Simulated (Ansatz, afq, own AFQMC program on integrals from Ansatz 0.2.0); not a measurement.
AFQMC on a folder of integrals that Ansatz 0.2.0 wrote.

```yaml
crystal:
  periodic: [false, false, false]
  atoms:
    - {symbol: Si, position_ang: [0.000000, 0.000000, 0.028822]}
    - {symbol: C, position_ang: [0.000000, 0.000000, -1.557178]}
    - {symbol: H, position_ang: [0.000000, 0.000000, 1.528355]}
basis:
  gaussian: {orbitals: 6-31G}
magnetization: {spin_polarized: true, initial_magnetization: 1}
correlation: {method: ccsd_t, electrons: outside_noble_gas, hamiltonian_folder: ham}
```

```sh
$ ansatz run in.yaml --threads 1 --pin off --events-out ev --progress --plain --max-ram 24576MiB --backend cuda --devices 0, --max-vram 18GiB
```

afq runs on the folder ham with

```
--method phaseless --trial cisd --walkers 4000 --populations 20 --least-time 60 --time-step 0.005 --steps-per-block 50 --equilibration-blocks 28 --max-blocks 4000 --target-error 0.00018 --factor-cut 1e-05 --start spin_pure --seed 5539 --release-times 0.24,0.51,0.99,1.62,2.4 --release-step 0.03 --release-every 3 --taylor-order 6
```

Times are imaginary, in 1/Eh. The walk had a cap of 122 s. With eight or more populations the least sampling time is a fifth of least-time, and the error comes from their spread.

Log:

```
orbitals 18  electrons 5 4  factors 108 of 299
reference energy -327.09598225 Eh
CCSD correlation -0.13207412 Eh in 16 cycles, weight of the determinant in the CISD state 0.6929
energy of the start -327.192451 Eh
 block  time / (1/Eh)  mean weight  energy / Eh
     1     0.250  1.0001  -327.204551
     2     0.500  1.0002  -327.212435
     3     0.750  1.0001  -327.218916
     4     1.000  1.0001  -327.223631
     5     1.250  1.0002  -327.227380
     7     1.750  1.0000  -327.230375
     9     2.250  1.0001  -327.231865
    13     3.250  0.9999  -327.234014
    21     5.250  1.0000  -327.236033
    29     7.250  0.9999  -327.237148
    37     9.250  1.0000  -327.235562
    45    11.250  1.0000  -327.235474
    53    13.250  0.9999  -327.235570
    61    15.250  1.0000  -327.236922
    69    17.250  1.0001  -327.234829
    77    19.250  1.0001  -327.235856
    85    21.250  1.0000  -327.235323
    93    23.250  0.9999  -327.235215
   101    25.250  1.0001  -327.234058
   105    26.250  0.9999  -327.233334
   109    27.250  1.0000  -327.234825
   117    29.250  1.0001  -327.234821
   125    31.250  1.0000  -327.233910
   133    33.250  0.9999  -327.236118
   141    35.250  1.0000  -327.236037
   149    37.250  1.0001  -327.234951
   157    39.250  1.0001  -327.234494
   165    41.250  1.0001  -327.235572
   173    43.250  0.9998  -327.234354
   181    45.250  1.0000  -327.235298
   185    46.250  0.9999  -327.235596
error from the spread of 20 populations
released: time / (1/Eh)  energy / Eh  error  mean overlap
  0.24  -327.236483  0.000580  1.0004
  0.51  -327.236148  0.000140  1.0010
  0.99  -327.236610  0.000104  1.0025
  1.62  -327.236896  0.000097  1.0025
  2.40  -327.237085  0.000165  1.0030
energy -327.235450 +/- 0.000176 Eh
(rows thinned)
```

The run passed its tests (sampling time, drift between the halves within three errors, error under three times the target), which doesn't prove that it has relaxed.

Against this walk (error 4.8 meV) on the same determinant: CCSD(T) 67.1 meV higher, CCSDT(Q) 34.7 meV lower, CCSDTQ 44.1 meV lower, full CI 49.6 meV lower. The error is statistical and leaves out the bias of the constraint. The determinant has ⟨S²⟩ = 1.85, so the low cluster orders mix in higher spin, while the walk starts as a pure doublet. The released energies have errors that jump between times, so the bars are unsure (meV from the phaseless value at times in 1/Eh: -28 ± 16 at 0.24, -19 ± 4 at 0.51, -32 ± 3 at 0.99, -39 ± 3 at 1.62, -44 ± 4 at 2.40), so they give no level; they do show a bias of the constraint, and the last of them that isn't too noisy lies 5 meV above full CI. Full CI is exact here, so the walk's 50 meV above it is the walk's own error: the bias of the constraint with this trial. The determinant is a poor start (see the cautions), so the low cluster orders aren't to be relied on, and full CI is the sure value.

Cautions: constraint bias not in the error; strong correlation (T1 0.101, weight of the determinant 0.69, largest double 0.16); unrestricted determinant spin contaminated (⟨S²⟩ 1.85 against 0.75).

The walk took 47 s on 1 × NVIDIA H100 80GB HBM3 with 2 threads of AMD EPYC 7R13 Processor (Zen 3), on a shared host (the card was shared). The log's last line is the phaseless energy.

CCSDT and higher add their correlation energy to the determinant of the CCSD(T) run, since their own runs factorise the integrals more tightly (a shift of under 2 meV). A walk keeps the symmetry of its determinant, which the program's search chose and which needn't be the lowest solution, so a lower state of the same spin and another symmetry isn't excluded.
